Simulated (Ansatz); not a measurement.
Energy profile

The step: C₂H₆O (CCO) → C₂H₄ (C=C) + H₂O; bonds formed: O1–H8; bonds broken: O1–C2, C5–H8 (atoms numbered as in the saddle structure below).

O1  (-1.091, -0.980, 0.238)
C2  (-0.116, 0.292, -0.637)
H3  (-0.958, 0.921, -0.899)
H4  (0.268, -0.304, -1.459)
C5  (0.707, 0.606, 0.469)
H6  (0.506, 1.520, 1.015)
H7  (1.740, 0.278, 0.451)
H8  (-0.181, -0.460, 0.880)
H9  (-0.874, -1.874, -0.057)
(Å)

Electronic energies by CCSD(T) at an estimated basis limit (MP2 extrapolated from triple and quadruple zeta, plus CCSD(T) − MP2 in triple zeta), on PBE0-D4/def2-TZVP structures; C2H6O, closed shell; no counterpoise correction. Ansatz 0.2.0; basis: def2-TZVPP and def2-QZVPP; cores frozen in the correlated methods. Extrapolation: Hartree–Fock as exp(−7.88 √X), correlation as X^−2.97.

Task: Give the profile in eV, counted from the start structure. (To be estimated.)

Result: By the calculation:
```csv
point,eV
start structure,0.000
saddle,3.070
end structure,0.496
"separated: H2O (O1, H8, H9; singlet) + C2H4 (linked as [CH2][CH2]; C2, H3, H4, C5, H6, H7; singlet)",0.605
```

T1 diagnostic: at most 0.018.

For scale, one of the runs: CCSD(T)/def2-TZVPP, 177 basis functions, launched by `ansatz run in.yaml --threads 2 --pin off --events-out ev --progress --plain --max-ram 4352MiB`. Hardware: 2 CPU threads of an Intel Xeon Platinum 8223CL, shared host. Wall time 25 s; peak host memory 1.8 GiB.
